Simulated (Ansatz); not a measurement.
A made-up structure of C2H8N (charge +1), singlet:

C1  (-1.033, 0.537, -0.493)
C2  (0.702, -0.677, 0.795)
N3  (0.431, 0.193, -0.409)
H4  (-1.656, -0.353, -0.609)
H5  (-1.196, 1.165, -1.371)
H6  (-1.372, 1.101, 0.379)
H7  (1.020, 1.019, -0.300)
H8  (0.756, -0.335, -1.219)
H9  (0.419, -0.184, 1.690)
H10  (1.727, -0.933, 0.875)
H11  (0.145, -1.578, 0.744)
(Å)

It is relaxed with PBE-D4/def2-SVP and then PBE0-D4/def2-TZVP (Ansatz 0.2.0). Atoms count as bonded within 1.22 times the sum of their covalent radii (H–H: 0.88 Å). The end point is not checked to be a true minimum.

Task: Does its bonding change? (A judgement: the text doesn't fix the answer.)

Result: The calculation gives: No: no bond forms or breaks.

Where it ends: The first stage lowers the energy by 0.23 eV in 4 steps. It ends as C₂H₈N ([CH3][NH2][CH3]), total charge +1:
C1  (-1.029, 0.545, -0.506)
C2  (0.697, -0.689, 0.815)
N3  (0.407, 0.170, -0.368)
H4  (-1.617, -0.366, -0.604)
H5  (-1.150, 1.169, -1.390)
H6  (-1.331, 1.091, 0.385)
H7  (0.972, 1.020, -0.312)
H8  (0.711, -0.312, -1.216)
H9  (0.405, -0.151, 1.714)
H10  (1.761, -0.914, 0.839)
H11  (0.119, -1.607, 0.725)
(Å)

Labels in which every atom is bracketed show which atoms are joined, not bond orders.

For scale, one of the runs: PBE0-D4/def2-TZVP relaxation, 141 basis functions, launched by `ansatz run in.yaml --threads 2 --pin off --events-out ev --progress --plain --max-ram 4352MiB`. Hardware: 2 CPU threads of an Arm Neoverse V1, shared host. Wall time about 14 s.
